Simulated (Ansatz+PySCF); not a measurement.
The numbers below are computed, except where a source is named.
# Several solutions for singlet C₃H₄

```xyz
7

C     0.0000    0.0000   -1.4124
C     0.0000    0.0000    0.0000
C     0.0000    0.0000    1.4124
H     0.0000   -1.0117   -2.0249
H     0.0000    1.0117   -2.0249
H    -1.0117    0.0000    2.0249
H     1.0117    0.0000    2.0249
```

Basis set: def2-SVP (spherical functions). Charge 0, multiplicity 1.

UHF was run from several starts with Ansatz (development build ahead of 0.2.0) and PySCF 2.14.0.

```json
{"run": "A", "program": "PySCF", "start": "program defaults", "converged": "yes", "energy (hartree)": "-115.72428", "<S²>": "0.00"}
{"run": "B", "program": "Ansatz", "start": "atomic start, no search", "converged": "yes", "energy (hartree)": "-115.72428", "<S²>": "0.00"}
{"run": "C", "program": "PySCF", "start": "guess 1e, instabilities followed", "converged": "yes", "energy (hartree)": "-115.73457", "<S²>": "0.73"}
{"run": "D", "program": "PySCF", "start": "guess atom, instabilities followed", "converged": "yes", "energy (hartree)": "-115.73457", "<S²>": "0.73"}
{"run": "E", "program": "PySCF", "start": "guess minao, instabilities followed", "converged": "yes", "energy (hartree)": "-115.73457", "<S²>": "0.73"}
{"run": "F", "program": "Ansatz", "start": "stability test followed", "converged": "yes", "energy (hartree)": "-115.73457", "<S²>": "0.73"}
{"run": "G", "program": "PySCF", "start": "guess huckel, instabilities followed", "converged": "yes", "energy (hartree)": "-115.73457", "<S²>": "0.73"}
{"run": "H", "program": "Ansatz", "start": "search for the lowest state", "converged": "yes", "energy (hartree)": "-115.73457", "<S²>": "0.73"}
```

Which runs reached the lowest solution of this kind, and what is wrong with the others?

C, D, E, F, G, H reached the lowest solution found. Converged but too high: A by 0.28 eV, B by 0.28 eV. Convergence only shows a stationary point, and even a stable one can lie too high; stability tests and further starts are what find lower ones. Caution: the unrestricted determinant is spin contaminated.
